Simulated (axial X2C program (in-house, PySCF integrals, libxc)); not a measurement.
# SN: properties at the nuclei

Calculated with an in-house all-electron X2C program for linear molecules (integrals from PySCF): two-component X2C with atomic mean-field Coulomb and Gaunt terms, Gaussian nuclei, basis S dyall-av3z, N dyall-av3z with contracted cores.

R = 1.494 Å (near the PBE0 minimum at charge 0 of the determinant lowest at the starting distance; the state shown can have its own minimum elsewhere).

Input and command:
```json
{"zs": [16, 7], "q": 0, "bas": ["dyall-av3z", "dyall-av3z"], "r0": 1.54, "levels": ["PBE0", "HF", "r2SCAN", "BP86", "PBE50"], "nst": 3}
```
```bash
python soeom.py task.json out
```

Keys: zs atomic numbers; q charge; bas basis sets; r0 starting distance in Å; levels methods; nst determinants followed.

Determinant lowest in the PBE0 search, Ω = 1/2 (⟨Sz⟩ = -0.50, ⟨Lz⟩ = 1.00 at PBE0), spin on the atoms S -0.17, N -0.33:

```csv
level,Eeff magnitude (GV/cm),Ws magnitude S (kHz),Ws magnitude N (kHz),A∥/gI S (MHz),qzz S (a.u.),A∥/gI N (MHz),qzz N (a.u.),μ (D)
PBE0,0.00399,0.00184,0.000798,628,-0.11,384,-0.65,-1.78
HF,0.0603,0.043,0.00228,856,0.17,188,-0.76,-1.47
r2SCAN,0.00393,0.00163,0.000931,607,-0.13,335,-0.61,-1.76
BP86,0.0025,0.00101,0.000605,627,-0.14,395,-0.58,-1.78
PBE50,0.00804,0.00458,0.00109,640,-0.05,372,-0.73,-1.76
```

Determinant 0.03 eV from it at PBE0 and this distance, Ω = 3/2 (⟨Sz⟩ = 0.50, ⟨Lz⟩ = 1.00 at PBE0), spin on the atoms S 0.17, N 0.33:

```
 level  Eeff magnitude (GV/cm)  Ws magnitude S (kHz)  Ws magnitude N (kHz)  A∥/gI S (MHz)  qzz S (a.u.)  A∥/gI N (MHz)  qzz N (a.u.)  μ (D)
  PBE0                 0.00248              0.000185              0.000268            137         -0.12           94.5         -0.66  -1.77
    HF                  0.0562                0.0133              0.000732            255          0.16             68         -0.77  -1.46
r2SCAN                 0.00232              9.06e-05              0.000312            142         -0.14           95.8         -0.62  -1.75
  BP86                 0.00114              5.18e-05              0.000202            130         -0.14           84.9         -0.59  -1.77
 PBE50                 0.00605              0.000973              0.000367            154         -0.06           98.6         -0.73  -1.75
```

Eeff is the effective electric field on the electron electric dipole moment in this Ω state and Ws the scalar–pseudoscalar constant of the nucleus named (defined with the proton number Z and per Ω); A∥ (defined per Ω) follows by multiplying with gI = μI/(I μN); qzz is the electric field gradient, eQq0 = 234.96 MHz × Q/barn × qzz; μ is positive if the N end (last atom) is positive. The operators were transformed with the bare-nucleus X2C matrices; with these basis sets, hyperfine constants and field gradients can be off by tens of per cent, and where levels differ in sign neither size nor sign is settled.

(1) With gI(33S) = 0.4292, Q(14N) = 0.02044 barn (g factors from the IAEA table of nuclear moments by Stone; Q from Pyykkö, Mol. Phys. 2018), turn the PBE0 values of the first state into constants in MHz.

Each state is one determinant with collinear spin. Unrestricted Hartree–Fock can overshoot spin polarisation at the nuclei. Where Eeff spreads by more than a factor of two the levels disagree and none is to be relied on. The search compared states at one distance, so a state with another bond length can lie lower. The sign of Ws at S differs between levels in the second state. Where a field gradient or hyperfine factor spreads by more than a factor of two over the levels, a constant derived from it is not to be relied on. PBE0 term energies can be off by some tenths of an eV.

Results:

(1) A∥(33S) = 628 × 0.4292 = 270 MHz; eQq0(14N) = 234.96 × (0.02044) × (-0.65) = -3.12 MHz.
